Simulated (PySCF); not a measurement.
# MgCl⁻: frontier orbitals

RHF at R = 2.435 Å; PySCF, spin-free X2C with a Gaussian nucleus, basis sets Mg aug-cc-pVDZ-DK, Cl aug-cc-pVDZ-DK. State: ¹Σ⁺ (singlet), closed shell. Only the outer orbitals are listed, counted within each symmetry.

```
orbital  occ.  ε (eV)  on Mg (%)   main shells (%)
     2π     2  -57.63        100          100 Mg p
     2π     2  -57.63        100          100 Mg p
     6σ     2  -57.61        100          100 Mg p
     7σ     2  -23.07          1           99 Cl s
     8σ     2   -7.71          9           90 Cl p
     3π     2   -6.73          1           99 Cl p
     3π     2   -6.73          1           99 Cl p
     9σ     2   -1.45         97  83 Mg s, 14 Mg p
     4π     0    2.90        103          103 Mg p
     4π     0    2.90        103          103 Mg p
    10σ     0    2.93         91  96 Mg p, 15 Cl s
```

Problem. Which are the highest filled and the lowest empty level, where do they sit, and how wide is the gap?

Solution. Highest filled 9σ at -1.45 eV (in %: 83 Mg s, 14 Mg p); lowest empty 4π at 2.90 eV (in %: 103 Mg p); the gap at RHF is 4.35 eV. An empty level above zero is unbound, and its energy depends on the basis.

- bond order (Mayer): 0.36
- ⟨S²⟩: 0.000
- charge on Mg (Mulliken, basis-dependent): -0.19
- charge on Mg (Löwdin, basis-dependent): -0.34
- dipole moment (positive dipole points towards Cl; it is taken about the centre of mass and depends on that origin): 4.20 D
- polarisability along the bond: 178.0 bohr³
- polarisability across the bond: 194.4 bohr³

Shares are Mulliken populations and can fall outside 0 to 100 %.
